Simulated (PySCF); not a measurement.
Gas-phase thermal properties of CH2Cl2

Energies from PySCF (xtb for GFN2), thermal terms from the rigid-rotor harmonic-oscillator model, ideal gas at 1 bar. The comparison is the NASA 1993 polynomial table, which mixes measured and estimated data. 6-31G* has spherical d functions here. All species are closed-shell singlets. B3LYP is the form with VWN-RPA correlation. The harmonic model lacks anharmonicity and excited electronic states, which grow with temperature; levels with a mode under 35 cm⁻¹ are left out.

```json
[
 {"level": "table", "point group": "-", "σ": "-", "ZPE (kJ/mol)": "-", "S°298 (J/mol/K)": "270.4", "Cp298 (J/mol/K)": "50.9", "S°1000 (J/mol/K)": "354.2", "H1000 − H298 (kJ/mol)": "51.1"},
 {"level": "B3LYP/6-31G*", "point group": "C2v", "σ": "2", "ZPE (kJ/mol)": "77.8", "S°298 (J/mol/K)": "270.7", "Cp298 (J/mol/K)": "50.9", "S°1000 (J/mol/K)": "353.8", "H1000 − H298 (kJ/mol)": "50.7"},
 {"level": "GFN2-xTB", "point group": "C2v", "σ": "2", "ZPE (kJ/mol)": "72.2", "S°298 (J/mol/K)": "271.9", "Cp298 (J/mol/K)": "52.8", "S°1000 (J/mol/K)": "357.8", "H1000 − H298 (kJ/mol)": "52.3"},
 {"level": "HF/6-31G*", "point group": "C2v", "σ": "2", "ZPE (kJ/mol)": "84.0", "S°298 (J/mol/K)": "268.7", "Cp298 (J/mol/K)": "48.4", "S°1000 (J/mol/K)": "348.6", "H1000 − H298 (kJ/mol)": "48.9"},
 {"level": "PBE/def2-SVP", "point group": "C2v", "σ": "2", "ZPE (kJ/mol)": "74.3", "S°298 (J/mol/K)": "271.2", "Cp298 (J/mol/K)": "52.0", "S°1000 (J/mol/K)": "356.2", "H1000 − H298 (kJ/mol)": "51.7"},
 {"level": "PBE0/def2-TZVP", "point group": "C2v", "σ": "2", "ZPE (kJ/mol)": "77.5", "S°298 (J/mol/K)": "270.0", "Cp298 (J/mol/K)": "50.5", "S°1000 (J/mol/K)": "353.1", "H1000 − H298 (kJ/mol)": "50.7"}
]
```
σ: rotational symmetry number. Electronic degeneracy used: 1. Frequencies are unscaled.
